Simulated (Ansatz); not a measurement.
# Ag₂Pd: from a trial structure to a relaxed crystal

Theory: Ansatz, DFT PBE, scalar-relativistic, plane waves, PAW.

Ag₂Pd was placed on the fluorite structure type (Fm-3m, No. 225), with Pd in place of Ca, Ag in place of F, at a guessed volume.

Input of the last, converged step (default PAW datasets):

```yaml
crystal:
  lattice:
    - [0.0, 3.1206596832, 3.1206596832]
    - [3.1206596832, 0.0, 3.1206596832]
    - [3.1206596832, 3.1206596832, 0.0]
  atoms:
    - { symbol: Ag, position: [0.25, 0.25, 0.25] }
    - { symbol: Ag, position: [0.75, 0.75, 0.75] }
    - { symbol: Pd, position: [0.0, 0.0, 0.0] }
basis:
  ecutwfc: 420
kpoints:
  mp_grid: { grid: [14, 14, 14] }
hamiltonian:
  xc: pbe
scf:
  occupations: { method: gaussian, width: 0.1 }
output:
  forces: true
  stress: true
  eigenvalues: true
relax:
  adjacent_minimum: "off"
  f_tol: 0.01
  max_steps: 80
  cell: { stress_tol: 0.05 }
```

Launched as:

```bash
ansatz run input.yaml --threads 1 --pin off --max-ram 2560MiB --backend cpu --events-out ev --progress --plain --runs-dir out
```

It took 35 s on 1 thread of Intel(R) Xeon(R) Platinum 8375C CPU @ 2.90GHz (Ice Lake), with other jobs on the host, peak memory 0.51 GiB.

The program printed at the end:

```
SCF converged after 6 iterations
Free energy (F): -22153.148098 eV
Harris-Foulkes:  -22153.148098 eV  (|F-HF|=0.00e0)
Internal energy: -22153.142144 eV  (E = F + TS)
E sigma→0 (E₀):  -22153.145121 eV
Entropy (-TS):   -0.005955 eV (-1.985 meV/atom)
Fermi energy:    13.153091 eV
--- Per-component energies (eV) ---
  E_band       = -847.111109
  E_kinetic    = 1569.598421
  E_local      = -7677.113574  (includes V_loc(G=0)·N_el)
  E_nonlocal   = 379.000096
  E_hartree    = 3358.156470
  E_xc         = -536.768538
  E_vxc        = -679.048730  (∫ρ·V_xc dr)
  E_paw        = -11556.238864  (= ΣΔE_a)
  E_vpaw       = -1155.861159  (= ΣTr[D̂ρ^β])
  E_aug_tail   = 0.000781  (compensation charges beyond the density's cutoff)
  E_ewald      = -7689.776934
  E_smearing   = -0.005955  (= −TS)
  E_closure    =  0.000000  (closes the sum)
  Σ components = -22153.148098   (vs F -22153.148098, Δ=0.00e0)
--- Forces (eV/Å), atoms counted from 1 ---
  atom   1  Ag     0.00000000     0.00000000     0.00000000
  atom   2  Ag     0.00000000     0.00000000     0.00000000
  atom   3  Pd     0.00000000     0.00000000     0.00000000
  max |Σ_I F_I| component: 2.31e-17 eV/Å
--- Stress (GPa, compression-positive) ---
       -0.006285       0.000000       0.000000
        0.000000      -0.006285       0.000000
        0.000000       0.000000      -0.006285
  P = ⅓ Tr σ = -0.0063 GPa (-0.063 kbar)
--- Relaxed structure (3 steps of the walk, 3 accepted, 1 SCFs on fresh bases) ---
  F+E_penalty+E_count = -22153.14809842 eV   max|allowed force component| = 1.511e-16 eV/Å   (the final SCF, on the basis selected at the relaxed cell)
  cell:  # Å, volume = 61.1527 Å³
    - [0.000000, 3.127005, 3.127005]
    - [3.127005, 0.000000, 3.127005]
    - [3.127005, 3.127005, 0.000000]
  atoms:
    - { symbol: Ag, position: [0.25, 0.25, 0.25] }
    - { symbol: Ag, position: [0.750000, 0.750000, 0.750000] }
    - { symbol: Pd, position: [0.000000, 0.000000, 0.000000] }
```

Absolute energies hang on the potentials; compare differences alone.

The result has space group Fm-3m (No. 225). Ag has 4 Pd at 2.71 Å and 6 Ag at 3.13 Å; Pd has 8 Ag at 2.71 Å.

Against the elements it lies at 0.27 eV/atom. Energies over the elements count from the elements' standard structures at the same level, with no empirical corrections.

The k mesh leaves about 4 meV/atom of noise in metals.

A structure relaxed within its symmetry needn't be a true minimum.